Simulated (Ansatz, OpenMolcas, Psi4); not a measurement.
A ladder of methods for SiH3 (SMILES [SiH3])

SiH3: 4 atoms, total charge 0, spin state doublet. As SMILES, `[SiH3]`. The coordinates come from a PBE0-D4/def2-TZVP relaxation.

```xyz
4

Si    0.2938   -0.0269   -0.1640
H     0.5592    0.6653    1.1239
H    -0.2240   -1.4017    0.0601
H    -0.6289    0.7632   -1.0200
```

Quantity: the energy change with the Si1–H3 bond stretched from 1.486 to 1.932 Å, in eV. The values are calculated.

| level | kind | program | value (eV) | CPU time (all runs) |
| --- | --- | --- | --- | --- |
| UHF/cc-pVTZ | Hartree–Fock | Ansatz | 1.10 | 1.9 s |
| U-revPBE/cc-pVTZ | GGA | OpenMolcas | 0.86 | 50 s |
| UTPSS/cc-pVTZ | meta-GGA | OpenMolcas | 0.95 | 73 s |
| UBHLYP/cc-pVTZ | global hybrid | OpenMolcas | 1.06 | 51 s |
| UPBE0/cc-pVTZ | global hybrid | OpenMolcas | 0.97 | 50 s |
| U-wB97X-V/cc-pVTZ | range-separated hybrid | Psi4 | 1.00 | 3 min |
| UCAM-B3LYP/cc-pVTZ | range-separated hybrid | Psi4 | 1.01 | 1.8 min |
| UB2PLYP/cc-pVTZ | double hybrid | Ansatz | 1.01 | 9.7 s |
| RPA@PBE0/cc-pVTZ | RPA | Ansatz | 1.00 | 9.2 s |
| UBCCD(T)/cc-pVTZ | coupled cluster or CI | Ansatz | 0.98 | 17 s |

The first shape isn't each level's own minimum. The values span 0.86 to 1.10 eV. Times are those of the runs behind each value, whatever else they computed, on shared processors of several kinds: orders of magnitude only.
